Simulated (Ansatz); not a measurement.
The input, for Ansatz 0.2.0:

```yaml
crystal:
  periodic: [false, false, false]
  atoms:
    - {symbol: Al, position_ang: [0.000000, -1.266803, 1.210044]}
    - {symbol: Al, position_ang: [0.000000, 1.266805, 1.210043]}
    - {symbol: Ga, position_ang: [0.000000, -0.000001, -0.936530]}
basis:
  gaussian: {orbitals: cc-pVDZ}
magnetization: {spin_polarized: false, initial_magnetization: 1}
correlation: {active_space: {ras: {orbitals: [4, 1, 34], electrons: 9, max_holes: 2, max_particles: 2}, fixed_orbitals: true}}
```

```sh
$ ansatz run in.yaml --threads 1 --pin off --events-out ev --progress --plain --max-ram 2560MiB --backend cpu
```

The program prints:

```
688 factors; integrals over basis functions are off by at most 5.8e-4 eV
mean field evaluation 1: about -65496.6812 eV, gradient 5.0e0 eV
mean field evaluation 2: about -65496.7968 eV, gradient 4.9e0 eV
mean field evaluation 4: about -65496.9906 eV, gradient 5.8e-1 eV
mean field evaluation 8: about -65496.9946 eV, gradient 2.8e-3 eV
mean field evaluation 16: about -65496.8349 eV, gradient 2.2e0 eV
mean field evaluation 32: about -65496.2087 eV, gradient 1.9e-6 eV
mean field evaluation 64: about -65496.3005 eV, gradient 6.8e-1 eV
mean field evaluation 96: about -65496.9926 eV, gradient 2.6e-1 eV
mean field evaluation 128: about -65496.8729 eV, gradient 2.4e-5 eV
mean field evaluation 160: about -65496.9893 eV, gradient 2.5e-1 eV
mean field -65496.99459914 eV, -2406.9701560610 hartree, gradient 2.3e-6 eV, S^2 0.750000; 16 other end points of the search recorded, 0 dependent functions left out
reference -65496.99459914 eV, -2406.9701560610 hartree; 29, 28 occupied and 34, 35 virtual orbitals, 688 factors
state -65501.85235442 eV, -2407.1486752746 hartree
Total energy: -65501.85235442 eV, -2407.1486752746 hartree
```

Natural occupations: 1.9631 1.9211 1.9199 1.9150 0.9830 0.0539 0.0534 0.0374 0.0370 0.0156 0.0154 0.0119 0.0113 0.0108 0.0075 0.0049 0.0048 0.0048 0.0035 0.0034 0.0032 0.0026 0.0024 0.0019.

For the same geometry and basis RCCSDTQ lies 1153.7 meV lower.

Ran on 1 thread of AMD EPYC 7R13, shared host: 8.5 s wall, 0.18 GiB peak host memory.
